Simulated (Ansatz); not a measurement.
# Worked example: vertical ionisation energy of C3H6 (cyclopropane)

The species is C3H6 (9 atoms), meant as a singlet with charge 0. As SMILES, `C1CC1`. The coordinates come from a PBE0-D4/def2-TZVP relaxation.

Both states at this one shape; open shells run unrestricted unless said. 1 Eh = 27.2114 eV.

```
                                               level  program  singlet C3H6 (Eh)  doublet [C3H6]+ (Eh)
CCSD(T)/x2c-SV(P)all (sfX2C), 3 core orbitals frozen   Ansatz        -117.431968           -117.037943
  CCSD(T)/x2c-SVPall (sfX2C), 3 core orbitals frozen   Ansatz        -117.495697           -117.098118
 CCSD(T)/x2c-TZVPall (sfX2C), 3 core orbitals frozen   Ansatz        -117.699533           -117.299419
```

Task: Work out the vertical ionisation energy at each level.

Result: 
1. CCSD(T)/x2c-SV(P)all (sfX2C): -117.037943 − (-117.431968) = 0.394025 Eh = 10.72 eV.
2. CCSD(T)/x2c-SVPall (sfX2C): -117.098118 − (-117.495697) = 0.397579 Eh = 10.82 eV.
3. CCSD(T)/x2c-TZVPall (sfX2C): -117.299419 − (-117.699533) = 0.400114 Eh = 10.89 eV.

No measured value is set beside it here; the levels span 10.72 to 10.89 eV.
